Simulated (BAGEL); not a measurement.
# singlet C4H4F+ at 6 levels

Aim: a comparison of 6 runs (HF/6-31G*, HF/cc-pVDZ, B3LYP/6-31G*, B3LYP/cc-pVDZ, PBE0/cc-pVDZ, RI-MP2/cc-pVDZ) of singlet C4H4F+. 

The calculation is run with BAGEL 1.2.2.

2 further runs of the same task are left out: 2 set aside as unsound or not needed.

### Step 1. Starting point

The species is C4H4F+ (9 atoms), meant as a singlet with charge +1. As SMILES of the parent species, `C=C1[CH]C1F`. The shape is that of a GFN2-xTB optimisation. That shape belongs to the parent species and isn't relaxed for this state.

Bond lengths: C1–C2 1.347 Å, C2–C3 1.363 Å, C2–C4 1.488 Å, C3–C4 1.468 Å, C4–F5 1.385 Å, C1–H6 1.076 Å, C1–H7 1.076 Å, C3–H8 1.061 Å, C4–H9 1.086 Å. Some angles: C1–C2–C3 151.9°, C1–C2–C4 146.3°, C3–C2–C4 61.8°, C2–C3–C4 63.3°, C2–C4–C3 54.9°, C2–C4–F5 119.6°, C3–C4–F5 119.1°, C2–C1–H6 120.8°, C2–C1–H7 121.2°, C2–C3–H8 148.7°.

### Step 2. The energy at HF/6-31G(d) (density fitting with qzvpp-jkfit, spherical functions) (run 1)

The input, calc.json:

```json
{ "bagel" : [

{
  "title" : "molecule",
  "basis" : "6-31gs.json",
  "df_basis" : "qzvpp-jkfit",
  "angstrom" : "true",
  "geometry" : [
    { "atom" : "C", "xyz" : [       0.294520,       0.960460,       1.250630 ] },
    { "atom" : "C", "xyz" : [       0.028180,       0.040610,       0.303050 ] },
    { "atom" : "C", "xyz" : [      -0.457860,      -1.167960,      -0.096490 ] },
    { "atom" : "C", "xyz" : [       0.111710,      -0.308170,      -1.141230 ] },
    { "atom" : "F", "xyz" : [      -0.737820,       0.309490,      -2.043750 ] },
    { "atom" : "H", "xyz" : [       0.122100,       0.745520,       2.290540 ] },
    { "atom" : "H", "xyz" : [       0.681980,       1.930030,       0.992320 ] },
    { "atom" : "H", "xyz" : [      -1.093960,      -1.996380,       0.090790 ] },
    { "atom" : "H", "xyz" : [       1.051150,      -0.513590,      -1.645860 ] }
  ]
},

{ "title" : "hf", "charge" : 1 },

{ "title" : "print", "file" : "orbitals.molden", "orbitals" : "true" }

]}
```

The basis set 6-31G* is read from a file made from the Basis Set Exchange's data (not shown).

Launch:

```console
BAGEL_NUM_THREADS=1 BAGEL calc.json > calc.out
```

What it wrote:

```text
* using 1 threads per process

  ===============================================================
  ===============================================================

  *** Geometry ***

  { "atom" : "C", "xyz" : [      0.556562,      1.815006,      2.363348 ] },
  { "atom" : "C", "xyz" : [      0.053252,      0.076742,      0.572682 ] },
  { "atom" : "C", "xyz" : [     -0.865230,     -2.207125,     -0.182340 ] },
  { "atom" : "C", "xyz" : [      0.211101,     -0.582357,     -2.156612 ] },
  { "atom" : "F", "xyz" : [     -1.394278,      0.584851,     -3.862128 ] },
  { "atom" : "H", "xyz" : [      0.230736,      1.408829,      4.328493 ] },
  { "atom" : "H", "xyz" : [      1.288755,      3.647228,      1.875213 ] },
  { "atom" : "H", "xyz" : [     -2.067285,     -3.772611,      0.171568 ] },
  { "atom" : "H", "xyz" : [      1.986386,     -0.970544,     -3.110225 ] },

  Number of auxiliary basis functions:      449

  Since a DF basis is specified, we compute 2- and 3-index integrals:
    o Being stored without compression. Storage requirement is 0.022 GB

  Number of basis functions:       78
  Number of electrons      :       37

    * METHOD: MOLECULE                             0.20

  *** RHF ***

  === Nuclear Repulsion ===
   153.2747778063

      * DIIS with orbital gradients will be used.

  === RHF iteration (6-31gs.json) ===
      0       -252.65094700          0.01734652           0.04
      1       -252.76938241          0.00957077           0.04
      2       -252.80752671          0.00234364           0.04
      3       -252.81084601          0.00052255           0.04
      4       -252.81104537          0.00024632           0.04
      5       -252.81112974          0.00011158           0.04
      6       -252.81115308          0.00005516           0.04
      7       -252.81115756          0.00002632           0.04
      8       -252.81115879          0.00000820           0.04
      9       -252.81115889          0.00000358           0.04
     10       -252.81115891          0.00000164           0.04
     11       -252.81115891          0.00000079           0.04
     12       -252.81115891          0.00000041           0.04
     13       -252.81115891          0.00000023           0.04
     14       -252.81115891          0.00000009           0.04
     15       -252.81115891          0.00000003           0.04
     16       -252.81115891          0.00000002           0.04
     17       -252.81115891          0.00000001           0.04
    * SCF iteration converged.

    * Permanent dipole moment:
           (   -0.624746,     0.352600,    -2.141649) a.u.

    * METHOD: HF                                   0.88

    * METHOD: PRINT                                0.02

  ===============================================================
```

It took 1.2 s on 1 thread of Arm Neoverse V1, shared host; peak memory 0.1 GiB.

### Step 3. The energy at HF/cc-pVDZ (density fitting with qzvpp-jkfit) (run 2)

Edit calc.json of step 2 so:

```diff
@@ -4,5 +4,5 @@
   "title" : "molecule",
-  "basis" : "6-31gs.json",
+  "basis" : "cc-pvdz.json",
   "df_basis" : "qzvpp-jkfit",
-  "angstrom" : "true",
+  "angstrom" : true,
   "geometry" : [
@@ -20,5 +20,12 @@
 
-{ "title" : "hf", "charge" : 1 },
+{
+  "title" : "hf",
+  "charge" : 1
+},
 
-{ "title" : "print", "file" : "orbitals.molden", "orbitals" : "true" }
+{
+  "title" : "print",
+  "file" : "orbitals.molden",
+  "orbitals" : true
+}
```

The basis set cc-pVDZ is read from a file made from the Basis Set Exchange's data (not shown).

Launch:

```console
BAGEL_NUM_THREADS=1 BAGEL calc.json > calc.out
```

What it wrote:

```text
* using 1 threads per process

  ===============================================================
  ===============================================================

  *** Geometry ***

  { "atom" : "C", "xyz" : [      0.556562,      1.815006,      2.363348 ] },
  { "atom" : "C", "xyz" : [      0.053252,      0.076742,      0.572682 ] },
  { "atom" : "C", "xyz" : [     -0.865230,     -2.207125,     -0.182340 ] },
  { "atom" : "C", "xyz" : [      0.211101,     -0.582357,     -2.156612 ] },
  { "atom" : "F", "xyz" : [     -1.394278,      0.584851,     -3.862128 ] },
  { "atom" : "H", "xyz" : [      0.230736,      1.408829,      4.328493 ] },
  { "atom" : "H", "xyz" : [      1.288755,      3.647228,      1.875213 ] },
  { "atom" : "H", "xyz" : [     -2.067285,     -3.772611,      0.171568 ] },
  { "atom" : "H", "xyz" : [      1.986386,     -0.970544,     -3.110225 ] },

  Number of auxiliary basis functions:      449

  Since a DF basis is specified, we compute 2- and 3-index integrals:
    o Being stored without compression. Storage requirement is 0.029 GB

  Number of basis functions:       90
  Number of electrons      :       37

    * METHOD: MOLECULE                             0.22

  *** RHF ***

  === Nuclear Repulsion ===
   153.2747778063

      * DIIS with orbital gradients will be used.

  === RHF iteration (cc-pvdz.json) ===
      0       -252.66694538          0.01233184           0.05
      1       -252.78708566          0.00695443           0.05
      2       -252.82349505          0.00192578           0.05
      3       -252.82750050          0.00046821           0.05
      4       -252.82772548          0.00022880           0.05
      5       -252.82782878          0.00011726           0.05
      6       -252.82786270          0.00005070           0.05
      7       -252.82786814          0.00002545           0.05
      8       -252.82786943          0.00000923           0.05
      9       -252.82786959          0.00000441           0.05
     10       -252.82786961          0.00000162           0.05
     11       -252.82786961          0.00000080           0.05
     12       -252.82786961          0.00000044           0.05
     13       -252.82786961          0.00000023           0.05
     14       -252.82786961          0.00000013           0.05
     15       -252.82786961          0.00000006           0.05
     16       -252.82786961          0.00000003           0.05
     17       -252.82786961          0.00000002           0.05
     18       -252.82786961          0.00000001           0.05
     19       -252.82786961          0.00000001           0.05
    * SCF iteration converged.

    * Permanent dipole moment:
           (   -0.643006,     0.349005,    -2.164286) a.u.

    * METHOD: HF                                   1.15

    * METHOD: PRINT                                0.02

  ===============================================================
```

It took 1.5 s on 1 thread of Arm Neoverse V1, shared host; peak memory 0.12 GiB.

Run 3 isn't shown in full; the table further down has it.

### Step 4. The energy at B3LYP/cc-pVDZ (density fitting with qzvpp-jkfit) (run 4)

The input, input.json:

```json
{ "bagel" : [

{
  "title" : "molecule",
  "basis" : "cc-pvdz.json",
  "df_basis" : "qzvpp-jkfit",
  "angstrom" : true,
  "geometry" : [
    { "atom" : "C", "xyz" : [    0.294520,    0.960460,    1.250630 ] },
    { "atom" : "C", "xyz" : [    0.028180,    0.040610,    0.303050 ] },
    { "atom" : "C", "xyz" : [   -0.457860,   -1.167960,   -0.096490 ] },
    { "atom" : "C", "xyz" : [    0.111710,   -0.308170,   -1.141230 ] },
    { "atom" : "F", "xyz" : [   -0.737820,    0.309490,   -2.043750 ] },
    { "atom" : "H", "xyz" : [    0.122100,    0.745520,    2.290540 ] },
    { "atom" : "H", "xyz" : [    0.681980,    1.930030,    0.992320 ] },
    { "atom" : "H", "xyz" : [   -1.093960,   -1.996380,    0.090790 ] },
    { "atom" : "H", "xyz" : [    1.051150,   -0.513590,   -1.645860 ] }
  ]
},
{ "title" : "ks", "xc_func" : "b3lyp", "charge" : 1 },
{ "title" : "print", "file" : "orbitals.molden", "orbitals" : true }

]}
```

The basis set cc-pVDZ is read from a file made from the Basis Set Exchange's data (not shown).

Launch:

```console
BAGEL_NUM_THREADS=1 BAGEL input.json > input.out
```

What it wrote:

```text
* using 1 threads per process

  ===============================================================
  ===============================================================

  *** Geometry ***

  { "atom" : "C", "xyz" : [      0.556562,      1.815006,      2.363348 ] },
  { "atom" : "C", "xyz" : [      0.053252,      0.076742,      0.572682 ] },
  { "atom" : "C", "xyz" : [     -0.865230,     -2.207125,     -0.182340 ] },
  { "atom" : "C", "xyz" : [      0.211101,     -0.582357,     -2.156612 ] },
  { "atom" : "F", "xyz" : [     -1.394278,      0.584851,     -3.862128 ] },
  { "atom" : "H", "xyz" : [      0.230736,      1.408829,      4.328493 ] },
  { "atom" : "H", "xyz" : [      1.288755,      3.647228,      1.875213 ] },
  { "atom" : "H", "xyz" : [     -2.067285,     -3.772611,      0.171568 ] },
  { "atom" : "H", "xyz" : [      1.986386,     -0.970544,     -3.110225 ] },

  Number of auxiliary basis functions:      449

  Since a DF basis is specified, we compute 2- and 3-index integrals:
    o Being stored without compression. Storage requirement is 0.029 GB

  Number of basis functions:       90
  Number of electrons      :       37

    * METHOD: MOLECULE                             0.22

  *** Kohn-Sham DFT ***

    * Removing 16897 points whose weight is below 1.00e-10
    * Grid points: 117257

  === Nuclear Repulsion ===
   153.2747778063

       - DIIS with orbital gradients will be used.

  === KS iteration (b3lyp / cc-pvdz.json) ===
      0       -218.43221673          0.11423413           0.35
      1       -165.58786742          0.17358718           0.34
      2       -196.81938048          0.21222092           0.34
      3       -237.55469482          0.10511577           0.34
      4       -248.79521726          0.09786730           0.34
      5       -250.15094098          0.07449194           0.34
[... 18 lines of this table left out ...]
     24       -254.23194678          0.00000002           0.35
     25       -254.23194678          0.00000000           0.35
    * SCF iteration converged.

    * Permanent dipole moment:
           (   -0.553153,     0.296739,    -1.832303) a.u.

    * METHOD: KS                                   9.66

    * METHOD: PRINT                                0.02

  ===============================================================
```

Run time: 10 s. Hardware: 1 thread of Arm Neoverse V1, shared host; peak memory 0.47 GiB.

Run 5 isn't shown in full; the table further down has it.

### Step 5. The energy at RI-MP2/cc-pVDZ (density fitting with qzvpp-jkfit) (run 6)

The input, input.json:

```json
{ "bagel" : [

{
  "title" : "molecule",
  "basis" : "cc-pvdz.json",
  "df_basis" : "qzvpp-jkfit",
  "angstrom" : "true",
  "geometry" : [
    { "atom" : "C", "xyz" : [       0.294520,       0.960460,       1.250630 ] },
    { "atom" : "C", "xyz" : [       0.028180,       0.040610,       0.303050 ] },
    { "atom" : "C", "xyz" : [      -0.457860,      -1.167960,      -0.096490 ] },
    { "atom" : "C", "xyz" : [       0.111710,      -0.308170,      -1.141230 ] },
    { "atom" : "F", "xyz" : [      -0.737820,       0.309490,      -2.043750 ] },
    { "atom" : "H", "xyz" : [       0.122100,       0.745520,       2.290540 ] },
    { "atom" : "H", "xyz" : [       0.681980,       1.930030,       0.992320 ] },
    { "atom" : "H", "xyz" : [      -1.093960,      -1.996380,       0.090790 ] },
    { "atom" : "H", "xyz" : [       1.051150,      -0.513590,      -1.645860 ] }
  ]
},

{ "title" : "hf", "charge" : 1 },

{ "title" : "mp2", "charge" : 1, "ncore" : 5 }

]}
```

The basis set cc-pVDZ is read from a file made from the Basis Set Exchange's data (not shown).

Launch:

```console
BAGEL_NUM_THREADS=1 BAGEL input.json > input.out
```

What it wrote:

```text
* using 1 threads per process

  ===============================================================
  ===============================================================

  *** Geometry ***

  { "atom" : "C", "xyz" : [      0.556562,      1.815006,      2.363348 ] },
  { "atom" : "C", "xyz" : [      0.053252,      0.076742,      0.572682 ] },
  { "atom" : "C", "xyz" : [     -0.865230,     -2.207125,     -0.182340 ] },
[... 5 lines of this table left out ...]
  { "atom" : "H", "xyz" : [      1.986386,     -0.970544,     -3.110225 ] },

  Number of auxiliary basis functions:      449

  Since a DF basis is specified, we compute 2- and 3-index integrals:
    o Being stored without compression. Storage requirement is 0.029 GB

  Number of basis functions:       90
  Number of electrons      :       37

    * METHOD: MOLECULE                             0.22

  *** RHF ***

  === Nuclear Repulsion ===
   153.2747778063

      * DIIS with orbital gradients will be used.

  === RHF iteration (cc-pvdz.json) ===
      0       -252.66694538          0.01233184           0.05
      1       -252.78708566          0.00695443           0.05
      2       -252.82349505          0.00192578           0.05
[... 16 lines of this table left out ...]
     19       -252.82786961          0.00000001           0.05
    * SCF iteration converged.

    * Permanent dipole moment:
           (   -0.643006,     0.349005,    -2.164286) a.u.

    * METHOD: HF                                   1.16

  *** RHF ***

  === Nuclear Repulsion ===
   153.2747778063

      * DIIS with orbital gradients will be used.

  === RHF iteration (cc-pvdz.json) ===
      0       -252.82786961          0.00000000           0.05
    * SCF iteration converged.

    * Permanent dipole moment:
           (   -0.643005,     0.349005,    -2.164285) a.u.

  === DF-MP2 calculation ===

    * freezing 5 orbitals
    * 3-index integral transformation done
    * assembly done

      MP2 correlation energy:   -0.6745718889      0.05

      MP2 total energy:       -253.5024415012

    * METHOD: MP2                                  0.17

  ===============================================================
```

It took 1.7 s on 1 thread of Arm Neoverse V1, shared host; peak memory 0.12 GiB.

### Step 6. The series

```tsv
run	level	frozen core orbitals	energy (Eh)	HOMO energy (eV)	LUMO energy (eV)	HOMO–LUMO gap (eV)	wall time
1	HF/6-31G* (density fitting with qzvpp-jkfit, spherical functions)	–	-252.811159	-17.82	-6.66	11.16	1.2 s
2	HF/cc-pVDZ (density fitting with qzvpp-jkfit)	–	-252.827870	-17.89	-6.76	11.13	1.5 s
3	B3LYP/6-31G* (density fitting with qzvpp-jkfit, spherical functions)	–	-254.217292	-14.30	-10.86	3.45	9.6 s
4	B3LYP/cc-pVDZ (density fitting with qzvpp-jkfit)	–	-254.231947	-14.41	-10.96	3.45	10 s
5	PBE0/cc-pVDZ (density fitting with qzvpp-jkfit)	–	-253.950765	-14.68	-10.82	3.87	9 s
6	RI-MP2/cc-pVDZ (density fitting with qzvpp-jkfit)	5	-253.502441	–	–	–	1.7 s
```

### Step 7. Outcome

| quantity | value |
| --- | --- |
| run 6: total energy | -253.50244 Eh |
| run 6: correlation energy (5 core orbitals frozen) | -674.6 mEh |

What this shows: Over runs 1, 2, 3, 4, 5 the HOMO–LUMO gap runs from 3.45 eV (B3LYP/6-31G*) to 11.16 eV (HF/6-31G*). Exact exchange widens orbital gaps. Totals of different functionals can't be ranked against each other. All runs together took 33 s, the longest 10 s.
